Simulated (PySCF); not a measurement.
**Name the molecule from its bond curve**

A diatomic of charge 0 contains Na. Its doublet curve at r²SCANh in a double-zeta basis (no relativity, PySCF), in eV from the separated fragments:

R (Å), E (eV) and a bar:
```
    2.153     -2.062 ##########################
    2.253     -2.342 ############
    2.353     -2.496 ####
    2.428     -2.550 #
    2.503     -2.567 
    2.578     -2.554 #
    2.678     -2.501 ###
    2.803     -2.396 #########
    2.954     -2.234 #################
    3.154     -1.988 ##############################
```

The fit gives ωe = 327 cm⁻¹ and the rotational constant Bₑ = 0.2011 cm⁻¹.

Which atom is the partner?

The minimum lies at 2.504 Å, so the reduced mass is 16.8576 u Å² cm⁻¹/(Bₑ·Re²) = 13.37 u. With Na at 22.99 u the partner weighs about 32.0 u: S. The molecule is NaS.

The state was picked by a PBE0 search and need not be the measured ground state.
